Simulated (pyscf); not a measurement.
## Routes from HO–SiH₂–OH (SMILES O[SiH2]O) + H₂O (SMILES O)

Candidate steps break at most two bonds and form at most two. Each was searched with GFN2-xTB (tblite) first. Structures and frequencies: ωB97X-D3(BJ)/def2-SVP in PySCF. Energies: ωB97M-D3(BJ)/def2-TZVP, eV, from the separated reactants, singlet surface; ΔG‡ with ideal gas, 1 atm, RRHO with modes under 100 cm⁻¹ raised to 100, one conformer, R ln 2 for chiral ones without a mode under 150 cm⁻¹.

```
products                                       type   ΔE‡     ΔE  ΔG‡ 298 K  ΔG‡ 900 K  ν‡ (cm⁻¹)
-----------------------------  --------------------  ----  -----  ---------  ---------  ---------
HO–SiH(OH)–OH + H₂             four-centre exchange  1.23  -1.07       1.65       2.62      1094i
HO–SiH: [singlet] + H₂O + H₂O       multi-bond step  2.47  +3.01          –          –      1227i
```

A dash marks a saddle under its separated products, where this table gives no free-energy barrier. Row 1: On the reactant side the descent ends in a complex (not fully relaxed), 0.20 eV under the separated species and 1.47 eV under the saddle at ωB97X-D3(BJ)/def2-TZVP. Row 2: On the product side the descent ends in an adduct with a O–Si contact, 1.10 eV under the separated species and 0.42 eV under the saddle at ωB97X-D3(BJ)/def2-TZVP. 

Plain bond fissions and candidates not yet searched are not listed, and one of them may be faster. Each barrier is that of the saddle found; lower ones may exist.
